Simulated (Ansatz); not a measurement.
# BH4 (quartet): the correlation ladder, def2-QZVPP

The task here is to estimate one member of a computed series from the others.

Method: def2-QZVPP, core rule «outside noble gas», up to 1 orbitals frozen; program: Ansatz 0.2.0, Gaussian basis.

The runs, in order: UHF; ROHF; CCSD(T) on UHF.

2 further runs of the same task are left out: 2 set aside as unsound or not needed.

### The system

The geometry is a PBE0/def2-TZVP stationary point (not a proven minimum) of the parent state, kept for this charge and spin.

5 atoms, charge 0, spin multiplicity 4.

Atoms are counted from 1 here; the program's logs count them from 0.

Bond lengths: B1–H2 1.256 Å, B1–H3 1.256 Å, B1–H4 1.256 Å, B1–H5 1.256 Å. Angles: H2–B1–H3 65.3°, H2–B1–H4 135.2°, H2–B1–H5 135.2°, H3–B1–H4 135.2°, H3–B1–H5 135.2°, H4–B1–H5 65.3°.

Set-up of the first run:

The input, in.yaml:

```yaml
crystal:
  periodic: [false, false, false]
  atoms:
    - {symbol: B, position_ang: [0.000000, 0.000000, 0.000000]}
    - {symbol: H, position_ang: [0.472475, 0.486295, 1.057304]}
    - {symbol: H, position_ang: [-0.485791, -0.470884, 1.058245]}
    - {symbol: H, position_ang: [-0.471913, 0.471402, -1.064277]}
    - {symbol: H, position_ang: [0.485229, -0.486813, -1.051272]}
basis:
  gaussian: {orbitals: "def2-QZVPP.json"}
magnetization: {spin_polarized: true, initial_magnetization: 3}
hamiltonian: {xc: hf}
output: {orbitals: {seedname: orbitals}}
```

The run is started by

```bash
$ ansatz run in.yaml --threads 1 --pin off --events-out ev --progress --plain --max-ram 2393MiB
```

Among the steps run: UHF; ROHF; CCSD(T) on UHF.

One of the session's tables, all rows but one given; the rest of the session is left out.

```
  method  from UCCSD(T) (kcal/mol)
    ROHF                         ?
     UHF                   +102.44
    UMP2                    +19.18
   UCCSD                     +4.06
UCCSD(T)                         0
```

Q: Estimate the row for ROHF from the others.

As computed: from UCCSD(T) (kcal/mol): +106.84. In the column «from UCCSD(T) (kcal/mol)» it is the highest.

Limits of these values: Warnings: coupled cluster took another determinant than the lowest.
